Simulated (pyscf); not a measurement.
Single points on ωB97X-D3(BJ)/def2-SVP structures (PySCF, gas phase).

Problem. PBE/def2-TZVP puts the barrier of HS–Sn(Cl)(Cl)–Cl + H atom (H•) -> •S–Sn(Cl)(Cl)–Cl + hydrogen (H₂) (hydrogen abstraction; doublet surface; H–S broken, H–H formed) at -0.5 kcal/mol and the reaction energy at -12.0 kcal/mol, from the separated reactants. What do r²SCAN/def2-TZVP, PBE0-D3(BJ)/def2-TZVP, ωB97M-D3(BJ)/def2-TZVP give on the same structures?

Solution. r²SCAN: ΔE‡ = -2.1 kcal/mol, ΔE = -14.4 kcal/mol; PBE0-D3(BJ): ΔE‡ = 0.6 kcal/mol, ΔE = -11.4 kcal/mol; ωB97M-D3(BJ): ΔE‡ = 3.5 kcal/mol, ΔE = -12.7 kcal/mol. PBE's barrier lies among them. Its reaction energy lies among theirs. At PBE, r²SCAN this geometry lies under the reactants; that is no barrier but a single point on another level's saddle; such a level's own saddle, if it has one, lies nearer that side and is low. One saddle was located; it need not be the lowest between these sides. The angle at the transferred H is 175°. Elements past Kr carry the def2 core potentials, without spin-orbit coupling.
